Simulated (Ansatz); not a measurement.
**BPHO+ (triplet): the correlation ladder, cc-pVDZ**

How much of the correlation energy of BPHO+ (triplet) does each wave-function method recover here?

Method: cc-pVDZ, core rule «outside noble gas», up to 7 orbitals frozen; program: Ansatz 0.2.0, Gaussian basis.

The runs, in order: UHF; CCSD(T) on ROHF; CCSD(T) on UHF; BCCD(T) on ROHF; CISD; CCSDT(Q) on ROHF; CCSDT(Q) on UHF.

25 further runs of the same task are left out: 9 that didn't finish, 16 set aside as unsound or not needed.

## Step 1: What is computed

The geometry is a PBE0/def2-TZVP stationary point (not a proven minimum) of the parent state, kept for this charge and spin.

4 atoms, charge 1, spin multiplicity 3.

Atoms are counted from 1 here; the program's logs count them from 0.

Bond lengths: O1–B2 1.313 Å, O1–H4 0.963 Å, B2–P3 1.737 Å. Angles: B2–O1–H4 117.1°, O1–B2–P3 177.9°.

In the tables R marks a restricted open-shell determinant and U an unrestricted one; energies count from the table's Hartree-Fock row.

## Step 2: UHF

File in.yaml:

```yaml
crystal:
  periodic: [false, false, false]
  atoms:
    - {symbol: O, position_ang: [0.000010, -0.253523, 0.967945]}
    - {symbol: B, position_ang: [-0.000021, -0.179739, -0.342663]}
    - {symbol: P, position_ang: [0.000006, -0.144524, -2.078829]}
    - {symbol: H, position_ang: [0.000006, 0.577785, 1.453547]}
basis:
  gaussian: {orbitals: cc-pVDZ}
total_charge: 1
magnetization: {spin_polarized: true, initial_magnetization: 2}
hamiltonian: {xc: hf}
output: {orbitals: {seedname: orbitals}}
```

Command:

```sh
$ ansatz run in.yaml --threads 1 --pin off --events-out ev --progress --plain --max-ram 2393MiB
```

Log:

```text
Functional definition: HF
  name "HF"
  cite "Fock, Z. Phys. 61, 126 (1930) doi:10.1007/BF01340294"
  parent pbe
  exchange = exact_x
  correlation = 0
496 factors; integrals over basis functions are off by at most 1.2e-3 eV
mean field evaluation 1: about -11983.4038 eV, gradient 3.8e1 eV
mean field evaluation 2: about -11983.4924 eV, gradient 3.8e1 eV
mean field evaluation 4: about -11989.2903 eV, gradient 2.8e0 eV
mean field evaluation 8: about -11989.3799 eV, gradient 3.6e-1 eV
mean field evaluation 16: about -11983.7287 eV, gradient 4.2e0 eV
mean field -11989.38264946 eV, -440.6016856723 hartree, gradient 6.7e-5 eV, S^2 2.018773; 1 other end points of the search recorded, 0 dependent functions left out
reference -11989.38264946 eV, -440.6016856723 hartree; 15, 13 occupied and 36, 38 virtual orbitals, 496 factors
Total energy: -11989.38264946 eV, -440.6016856723 hartree
```

Wall time 0.48 s (1 thread of Arm Neoverse V1, shared host).

From the report: ⟨S²⟩ of the determinant 2.019 (pure triplet: 2.00).

## Step 3: CCSD(T) on ROHF

in.yaml, as its differences from that of step 2:

```diff
@@ -10,4 +10,4 @@
 total_charge: 1
-magnetization: {spin_polarized: true, initial_magnetization: 2}
-hamiltonian: {xc: hf}
-output: {orbitals: {seedname: orbitals}}
+magnetization: {spin_polarized: false, initial_magnetization: 2}
+correlation: {method: ccsd_t, electrons: outside_noble_gas}
+output: {forces: true}
```

Same command.

Log, cut to the lines that bear on the results:

```text
Functional definition: HF
  name "HF"
  cite "Fock, Z. Phys. 61, 126 (1930) doi:10.1007/BF01340294"
  parent pbe
[...]
496 factors; integrals over basis functions are off by at most 1.2e-3 eV
[...]
mean field -11989.24385680 eV, -440.5965851362 hartree, gradient 6.9e-6 eV, S^2 2.000000; 3 other end points of the search recorded, 0 dependent functions left out
[...]
determinant -11989.24385680 eV, -440.5965851362 hartree, with singles and doubles -11998.75986015 eV, -440.9462918088 hartree
determinant -11986.39083258 eV, -440.4917384298 hartree, with singles and doubles -11996.10813621 eV, -440.8488427517 hartree
determinant -11986.18445929 eV, -440.4841543511 hartree, with singles and doubles -11995.83622778 eV, -440.8388503012 hartree
7 core orbitals not correlated: weight in the atoms' cores, before any rotation towards them, 1.000 or more for the frozen orbitals, at most 0.000 for the correlated occupied ones
reference -11989.24385680 eV, -440.5965851362 hartree; 8, 6 occupied and 36, 38 virtual orbitals, 496 factors
second order -8.73080164 eV of doubles, -0.07413357 eV of singles
cycle   1  -9.51608008 eV  change   -7.7e-5 eV  update   1.2e-3
[...]
cycle  10  -9.51636771 eV  change   -3.6e-6 eV  update   1.2e-6
perturbative correction -0.29686419 eV, -0.0109095578 hartree
[...]
Total energy: -11999.05708870 eV, -440.9572147567 hartree
Atom 0 at     0.000010    -0.253523     0.967945 Å, force    -0.000092    -0.362893    -2.349437 eV/Å
Atom 1 at    -0.000021    -0.179739    -0.342663 Å, force     0.000075    -0.288314     5.471653 eV/Å
Atom 2 at     0.000006    -0.144524    -2.078829 Å, force     0.000019     0.029769    -3.849798 eV/Å
Atom 3 at     0.000006     0.577785     1.453547 Å, force    -0.000002     0.621438     0.727582 eV/Å
Dipole moment:    -0.000013     0.316253     0.230557 e Å
```

Wall time 8.5 s (1 thread of Arm Neoverse V1, shared host).

From the report: correlation -9.8132 eV; T1 0.023; largest double amplitude 0.05.

## Step 4: CCSD(T) on UHF

in.yaml, as its differences from that of step 3:

```diff
@@ -10,3 +10,3 @@
 total_charge: 1
-magnetization: {spin_polarized: false, initial_magnetization: 2}
+magnetization: {spin_polarized: true, initial_magnetization: 2}
 correlation: {method: ccsd_t, electrons: outside_noble_gas}
```

Launched as before.

Log, cut to the lines that bear on the results:

```text
Functional definition: HF
  name "HF"
  cite "Fock, Z. Phys. 61, 126 (1930) doi:10.1007/BF01340294"
  parent pbe
[...]
496 factors; integrals over basis functions are off by at most 1.2e-3 eV
[...]
mean field -11989.38264946 eV, -440.6016856723 hartree, gradient 2.5e-6 eV, S^2 2.018773; 3 other end points of the search recorded, 0 dependent functions left out
determinant -11989.38264946 eV, -440.6016856723 hartree, with singles and doubles -11998.76360343 eV, -440.9464293719 hartree
determinant -11986.60153437 eV, -440.4994815777 hartree, with singles and doubles -11996.10685220 eV, -440.8487955652 hartree
determinant -11986.37154403 eV, -440.4910295888 hartree, with singles and doubles -11995.83849775 eV, -440.8389337210 hartree
7 core orbitals not correlated: weight in the atoms' cores, before any rotation towards them, 1.000 or more for the frozen orbitals, at most 0.000 for the correlated occupied ones
reference -11989.38264946 eV, -440.6016856723 hartree; 8, 6 occupied and 36, 38 virtual orbitals, 496 factors
second order -8.63598059 eV of doubles, -0.00000000 eV of singles
cycle   1  -9.38108423 eV  change   -1.3e-4 eV  update   1.2e-3
[...]
cycle  10  -9.38142717 eV  change   -4.4e-6 eV  update   1.3e-6
perturbative correction -0.29291195 eV, -0.0107643157 hartree
[...]
Total energy: -11999.05698858 eV, -440.9572110774 hartree
Atom 0 at     0.000010    -0.253523     0.967945 Å, force    -0.000093    -0.362886    -2.350039 eV/Å
Atom 1 at    -0.000021    -0.179739    -0.342663 Å, force     0.000075    -0.288176     5.472227 eV/Å
Atom 2 at     0.000006    -0.144524    -2.078829 Å, force     0.000019     0.029721    -3.849593 eV/Å
Atom 3 at     0.000006     0.577785     1.453547 Å, force    -0.000002     0.621342     0.727405 eV/Å
Dipole moment:    -0.000013     0.316261     0.230607 e Å
```

Run time: 8 s. Hardware: 1 thread of Arm Neoverse V1, shared host.

From the report: ⟨S²⟩ of the determinant 2.019 (pure triplet: 2.00); correlation -9.6743 eV; T1 0.021; largest double amplitude 0.05.

## Step 5: BCCD(T) on ROHF

in.yaml, as its differences from that of step 4:

```diff
@@ -10,4 +10,3 @@
 total_charge: 1
-magnetization: {spin_polarized: true, initial_magnetization: 2}
-correlation: {method: ccsd_t, electrons: outside_noble_gas}
-output: {forces: true}
+magnetization: {spin_polarized: false, initial_magnetization: 2}
+correlation: {method: bccd_t, electrons: outside_noble_gas}
```

The command is unchanged.

Log, cut to the lines that bear on the results:

```text
Functional definition: HF
  name "HF"
  cite "Fock, Z. Phys. 61, 126 (1930) doi:10.1007/BF01340294"
  parent pbe
[...]
496 factors; integrals over basis functions are off by at most 1.2e-3 eV
[...]
mean field -11989.24385680 eV, -440.5965851362 hartree, gradient 6.9e-6 eV, S^2 2.000000; 3 other end points of the search recorded, 0 dependent functions left out
[...]
determinant -11989.24385680 eV, -440.5965851362 hartree, with singles and doubles -11998.75986015 eV, -440.9462918088 hartree
determinant -11986.39083258 eV, -440.4917384298 hartree, with singles and doubles -11996.10813621 eV, -440.8488427517 hartree
determinant -11986.18445929 eV, -440.4841543511 hartree, with singles and doubles -11995.83622778 eV, -440.8388503012 hartree
7 core orbitals not correlated: weight in the atoms' cores, before any rotation towards them, 1.000 or more for the frozen orbitals, at most 0.000 for the correlated occupied ones
reference -11989.24385680 eV, -440.5965851362 hartree; 8, 6 occupied and 36, 38 virtual orbitals, 496 factors
second order -8.73080164 eV of doubles, -0.07413357 eV of singles
cycle   1  -9.48772009 eV  change    2.8e-2 eV  update   1.5e-2
[...]
cycle  10  -9.48872312 eV  change    4.0e-7 eV  update   1.6e-5
perturbative correction -0.32755444 eV, -0.0120374035 hartree
Total energy: -11999.06013436 eV, -440.9573266827 hartree
```

Run time: 4.2 s. Hardware: 1 thread of Arm Neoverse V1, shared host.

From the report: correlation -9.8163 eV; largest double amplitude 0.05.

## Step 6: CISD

in.yaml, as its differences from that of step 5:

```diff
@@ -11,2 +11,2 @@
 magnetization: {spin_polarized: false, initial_magnetization: 2}
-correlation: {method: bccd_t, electrons: outside_noble_gas}
+correlation: {active_space: {ras: {orbitals: [6, 2, 36], electrons: 14, max_holes: 2, max_particles: 2}, fixed_orbitals: true}}
```

The command is unchanged.

Log:

```text
Functional definition: HF
  name "HF"
  cite "Fock, Z. Phys. 61, 126 (1930) doi:10.1007/BF01340294"
  parent pbe
  exchange = exact_x
  correlation = 0
496 factors; integrals over basis functions are off by at most 1.2e-3 eV
mean field evaluation 1: about -11983.1485 eV, gradient 5.3e1 eV
mean field evaluation 2: about -11983.2356 eV, gradient 5.3e1 eV
mean field evaluation 4: about -11989.1224 eV, gradient 5.6e0 eV
mean field evaluation 8: about -11989.2434 eV, gradient 2.9e-1 eV
mean field evaluation 16: about -11983.7058 eV, gradient 6.8e-1 eV
mean field -11989.24385680 eV, -440.5965851362 hartree, gradient 6.9e-6 eV, S^2 2.000000; 1 other end points of the search recorded, 0 dependent functions left out
reference -11989.24385680 eV, -440.5965851362 hartree; 15, 13 occupied and 36, 38 virtual orbitals, 496 factors
state -11997.88105273 eV, -440.9139962321 hartree
Total energy: -11997.88105273 eV, -440.9139962321 hartree
```

It took 6 s on 1 thread of Arm Neoverse V1, shared host.

From the report: 403,696 determinants.

## Step 7: CCSDT(Q) on ROHF

in.yaml, as its differences from that of step 6:

```diff
@@ -11,2 +11,2 @@
 magnetization: {spin_polarized: false, initial_magnetization: 2}
-correlation: {active_space: {ras: {orbitals: [6, 2, 36], electrons: 14, max_holes: 2, max_particles: 2}, fixed_orbitals: true}}
+correlation: {method: ccsdt_q, electrons: outside_noble_gas}
```

Same command.

Log, cut to the lines that bear on the results:

```text
Functional definition: HF
  name "HF"
  cite "Fock, Z. Phys. 61, 126 (1930) doi:10.1007/BF01340294"
  parent pbe
[...]
907 factors; integrals over basis functions are off by at most 2.6e-7 eV
[...]
mean field -11989.24389705 eV, -440.5965866150 hartree, gradient 6.0e-6 eV, S^2 2.000000; 3 other end points of the search recorded, 0 dependent functions left out
[...]
determinant -11989.24389705 eV, -440.5965866150 hartree, with singles and doubles -11998.75990396 eV, -440.9462934189 hartree
determinant -11986.39087477 eV, -440.4917399803 hartree, with singles and doubles -11996.10817997 eV, -440.8488443598 hartree
determinant -11986.18450130 eV, -440.4841558952 hartree, with singles and doubles -11995.83627154 eV, -440.8388519092 hartree
7 core orbitals not correlated: weight in the atoms' cores, before any rotation towards them, 1.000 or more for the frozen orbitals, at most 0.000 for the correlated occupied ones
reference -11989.24389705 eV, -440.5965866150 hartree; 8, 6 occupied and 36, 38 virtual orbitals, 907 factors
second order -8.73082386 eV of doubles, -0.07413345 eV of singles
cycle   1  -9.15419194 eV  change   -3.5e-1 eV  update   1.0e-1
[...]
cycle  19  -9.84433265 eV  change   -5.1e-7 eV  update   9.2e-7
perturbative correction -0.02135479 eV, -0.0007847740 hartree
Total energy: -11999.10958449 eV, -440.9591439413 hartree
```

It took 2.7 min on 1 thread of Arm Neoverse V1, shared host; peak memory 0.98 GiB.

From the report: correlation -9.8657 eV; T1 0.023; largest double amplitude 0.06.

## Step 8: CCSDT(Q) on UHF

in.yaml, as its differences from that of step 7:

```diff
@@ -10,3 +10,3 @@
 total_charge: 1
-magnetization: {spin_polarized: false, initial_magnetization: 2}
+magnetization: {spin_polarized: true, initial_magnetization: 2}
 correlation: {method: ccsdt_q, electrons: outside_noble_gas}
```

Same command.

Log, cut to the lines that bear on the results:

```text
Functional definition: HF
  name "HF"
  cite "Fock, Z. Phys. 61, 126 (1930) doi:10.1007/BF01340294"
  parent pbe
[...]
907 factors; integrals over basis functions are off by at most 2.6e-7 eV
[...]
mean field -11989.38268977 eV, -440.6016871537 hartree, gradient 1.8e-6 eV, S^2 2.018773; 3 other end points of the search recorded, 0 dependent functions left out
determinant -11989.38268977 eV, -440.6016871537 hartree, with singles and doubles -11998.76364775 eV, -440.9464310007 hartree
determinant -11986.60157865 eV, -440.4994832049 hartree, with singles and doubles -11996.10689550 eV, -440.8487971563 hartree
determinant -11986.37158783 eV, -440.4910311982 hartree, with singles and doubles -11995.83854114 eV, -440.8389353155 hartree
7 core orbitals not correlated: weight in the atoms' cores, before any rotation towards them, 1.000 or more for the frozen orbitals, at most 0.000 for the correlated occupied ones
reference -11989.38268977 eV, -440.6016871537 hartree; 8, 6 occupied and 36, 38 virtual orbitals, 907 factors
second order -8.63600226 eV of doubles, -0.00000000 eV of singles
cycle   1  -8.98983179 eV  change   -3.5e-1 eV  update   1.1e-1
[...]
cycle  19  -9.70594700 eV  change   -7.1e-7 eV  update   1.0e-6
perturbative correction -0.02589778 eV, -0.0009517259 hartree
Total energy: -11999.11453456 eV, -440.9593258531 hartree
```

It took 2.3 min on 1 thread of Arm Neoverse V1, shared host; peak memory 0.77 GiB.

From the report: ⟨S²⟩ of the determinant 2.019 (pure triplet: 2.00); correlation -9.7318 eV; T1 0.022; largest double amplitude 0.06.

## Step 9: Misses and costs

The yardstick is UCCSDT(Q), where the cluster series has nearly closed. Rows without a time come out of other runs: HF, MP2 and CCSD of CCSD(T), CCSDT of CCSDT(Q). The times of RCCSD(T), UCCSD(T) include forces.

Differences are taken before rounding.

| method | energy from the lowest ROHF (meV) | from UCCSDT(Q) (meV) | time |
| --- | --- | --- | --- |
| ROHF | 0.0 | +9870.7 |  |
| UHF | -138.8 | +9731.9 |  |
| RMP2 | -8804.9 | +1065.7 |  |
| UMP2 | -8774.8 | +1095.9 |  |
| CISD | -8637.2 | +1233.5 | 6 s |
| RCCSD | -9516.4 | +354.3 |  |
| UCCSD | -9520.2 | +350.5 |  |
| RCCSD(T) | -9813.2 | +57.4 | 8.5 s |
| UCCSD(T) | -9813.1 | +57.5 | 8 s |
| BCCD(T) | -9816.3 | +54.4 | 4.2 s |
| RCCSDT | -9844.4 | +26.3 |  |
| UCCSDT | -9844.8 | +25.9 |  |
| RCCSDT(Q) | -9865.7 | +5.0 | 2.7 min |
| UCCSDT(Q) | -9870.7 | 0 | 2.3 min |

Among the levels timed on like hardware and quicker than the yardstick, those that no quicker one beats, quickest first: BCCD(T) (4.2 s, +54.4 meV).

## Step 10: Summary of results

```
                         quantity                      value
    UCCSDT(Q) from the ROHF energy                 -9.8707 eV
              RMP2 from UCCSDT(Q)                +1065.7 meV
              UMP2 from UCCSDT(Q)                +1095.9 meV
             RCCSD from UCCSDT(Q)                 +354.3 meV
          RCCSD(T) from UCCSDT(Q)                  +57.4 meV
          UCCSD(T) from UCCSDT(Q)                  +57.5 meV
         RCCSDT(Q) from UCCSDT(Q)                   +5.0 meV
levels within 1 kcal/mol (43 meV)  RCCSDT, UCCSDT, RCCSDT(Q)
                    T1 diagnostic                      0.023
```

RCCSD(T) misses by +57.4 meV, 0.6 % of the correlation energy. These misses are within one basis, not against nature; the frozen cores of restricted and unrestricted runs differ, which can shift their rows.

With open shells the CI space here admits some triples and quadruples, so it is larger than plain CISD.

For cost: BCCD(T) gets within 54.4 meV in 4.2 s, where UCCSDT(Q) took 2.3 min.
